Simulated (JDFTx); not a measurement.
Input for JDFTx (a modified build) (sulfur dioxide, SO2 (SMILES O=S=O), charge 0, multiplicity 1; bohr and hartree).

```
lattice \
  18.8972612463 0.0000000000 0.0000000000 \
  0.0000000000 16.0626720593 0.0000000000 \
  0.0000000000 0.0000000000 14.1729459347
coords-type Cartesian
ion O -2.3026729781 0.7143646718 -0.0000000000 0
ion S -0.0003611475 -0.7143646718 0.0000000000 0
ion O 2.3026729781 0.7142152932 -0.0000000000 0
ion-species pseudo/o_pbe_v1.2.upf
ion-species pseudo/s_pbe_v1.4.upf
elec-cutoff 20 100
elec-ex-corr gga-PBE
symmetries none
coulomb-interaction Isolated
coulomb-truncation-embed 0 0 0
elec-n-bands 12
converge-empty-states yes
electronic-scf nIterations 100 energyDiffThreshold 1e-8
dump-name s0.$VAR
dump End State Ecomponents EigStats BandEigs Forces ElecDensity IonicPositions
```

The main set-up lines of the log and the final energy components:

```
unit cell volume = 4302.06
Chosen fftbox size, S = [  90  80  64  ]
unit cell volume = 4302.06
Chosen fftbox size, S = [  80  70  60  ]
  'O' pseudopotential, 'SLA  PW   PBE  PBE' functional
  6 valence electrons, 2 orbitals, 5 projectors, 737 radial grid points, with lMax = 2
  'S' pseudopotential, 'SLA  PW   PBX  PBC' functional
  6 valence electrons, 2 orbitals, 6 projectors, 907 radial grid points, with lMax = 2
Initialized 2 species with 3 total atoms.
Folded 1 k-points by 1x1x1 to 1 k-points.
nElectrons:  18.000000   nBands: 12   nStates: 1
average nbasis = 18327.000 , ideal nbasis = 18378.742
unit cell volume = 34416.5
Chosen fftbox size, S = [  180  160  128  ]
[...]
# Energy components:
   Eewald =       34.3866122513856567
       EH =       69.5955996900885197
     Eloc =     -161.8568783471664290
      Enl =        6.2992159648437571
      Exc =      -11.4766932617786139
 Exc_core =        1.8978280828388783
       KE =       18.7428029617361283
-------------------------------------
     Etot =      -42.4115126580521036


	eMin: -1.064625 at state 0 ( [ +0.000000 +0.000000 +0.000000 ] spin 0 )
	HOMO: -0.299591 at state 0 ( [ +0.000000 +0.000000 +0.000000 ] spin 0 )
	LUMO: -0.163335 at state 0 ( [ +0.000000 +0.000000 +0.000000 ] spin 0 )
	HOMO-LUMO gap: +0.136255
```

The run took 22 electronic cycles; the highest occupied level lies at -8.15 eV from the vacuum level.
